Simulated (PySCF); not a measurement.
Species: C₃H₄Cl₂.
Bonds: C1–C2 (double), C2–C3, C3–Cl4, C3–Cl5. Hydrogens: H6, H7 on C1; H8 on C2; H9 on C3.

The same species was optimised twice, with GFN2-xTB and with PBE0-D3(BJ)/def2-SVP (PySCF), and the same property calculations (PySCF, gas phase) were run on both structures.

| coordinate | GFN2-xTB | PBE0-D3(BJ)/def2-SVP | change |
| --- | --- | --- | --- |
| C1–H7 (Å) | 1.077 | 1.094 | +0.017 |
| C1–H6 (Å) | 1.076 | 1.093 | +0.017 |
| C2–H8 (Å) | 1.080 | 1.095 | +0.015 |
| C1=C2 (Å) | 1.321 | 1.332 | +0.011 |
| C3–H9 (Å) | 1.091 | 1.097 | +0.006 |
| C2–C3 (Å) | 1.484 | 1.486 | +0.002 |
| C3–Cl5 (Å) | 1.787 | 1.786 | -0.001 |
| C3–Cl4 (Å) | 1.787 | 1.786 | -0.001 |
| Cl4–C3–Cl5 (°) | 109.0 | 110.2 | +1.2 |
| C2–C3–H9 (°) | 113.1 | 112.3 | -0.8 |
| H6–C1–H7 (°) | 116.6 | 117.2 | +0.6 |
| Cl4–C3–H9 (°) | 107.3 | 106.8 | -0.5 |
| Cl5–C3–H9 (°) | 107.4 | 106.9 | -0.5 |
| C2–C1–H6 (°) | 121.5 | 121.1 | -0.4 |
| C2–C3–Cl5 (°) | 110.0 | 110.3 | +0.3 |
| C2–C3–Cl4 (°) | 109.9 | 110.2 | +0.3 |
| C1–C2–C3–Cl4 (°) | 120 | 118 | -2 |

Rotational constants: A = 3198, B = 2756, C = 1573 MHz (GFN2-xTB) against A = 3155, B = 2751, C = 1561 MHz (PBE0-D3(BJ)/def2-SVP). Point groups within 0.08 Å: Cs and Cs. Atoms that the bonding makes alike are paired by their places after alignment.

On the GFN2-xTB structure: HOMO (eV) -8.24 [PBE0/pcSseg-1]; LUMO (eV) -0.80 [PBE0/pcSseg-1]; dipole (D) 2.29 [PBE0/pcSseg-1]; GIAO shielding of C1 (ppm) 64.9 [PBE0/pcSseg-1]; GIAO shielding of C2 (ppm) 39.3 [PBE0/pcSseg-1]; GIAO shielding of C3 (ppm) 100.0 [PBE0/pcSseg-1]; GIAO shielding of Cl4/Cl5 (mean) (ppm) 642.3 [PBE0/pcSseg-1].

**Question.** What do these properties become on the PBE0-D3(BJ)/def2-SVP structure?

**Answer.** 
```json
{"property": "HOMO (eV)", "level": "PBE0/pcSseg-1", "on GFN2-xTB": "-8.24", "on PBE0-D3(BJ)/def2-SVP": "-8.21", "change": "+0.03"}
{"property": "LUMO (eV)", "level": "PBE0/pcSseg-1", "on GFN2-xTB": "-0.80", "on PBE0-D3(BJ)/def2-SVP": "-0.84", "change": "-0.04"}
{"property": "dipole (D)", "level": "PBE0/pcSseg-1", "on GFN2-xTB": "2.29", "on PBE0-D3(BJ)/def2-SVP": "2.27", "change": "-0.02"}
{"property": "energy, GFN2-xTB geometry as zero (kcal/mol)", "level": "PBE0/pcSseg-1", "on GFN2-xTB": "0.0", "on PBE0-D3(BJ)/def2-SVP": "-0.2", "change": "-0.2"}
{"property": "GIAO shielding of C1 (ppm)", "level": "PBE0/pcSseg-1", "on GFN2-xTB": "64.9", "on PBE0-D3(BJ)/def2-SVP": "61.8", "change": "-3.1"}
{"property": "GIAO shielding of C2 (ppm)", "level": "PBE0/pcSseg-1", "on GFN2-xTB": "39.3", "on PBE0-D3(BJ)/def2-SVP": "37.1", "change": "-2.2"}
{"property": "GIAO shielding of C3 (ppm)", "level": "PBE0/pcSseg-1", "on GFN2-xTB": "100.0", "on PBE0-D3(BJ)/def2-SVP": "99.6", "change": "-0.4"}
{"property": "GIAO shielding of Cl4/Cl5 (mean) (ppm)", "level": "PBE0/pcSseg-1", "on GFN2-xTB": "642.3", "on PBE0-D3(BJ)/def2-SVP": "646.6", "change": "+4.3"}
```

The heavy atoms differ by 0.013 Å rms after alignment (one structure mirrored). Among all bonds C1–H6 and C1–H7 change most and about equally (+0.017 Å). Changes are differences of the printed values. Neither structure is proved a minimum here.

The values belong to the conformer `[CH2:1]=[CH:2][CH:3]([Cl:4])[Cl:5]`: C1–C2–C3–Cl4 118°.
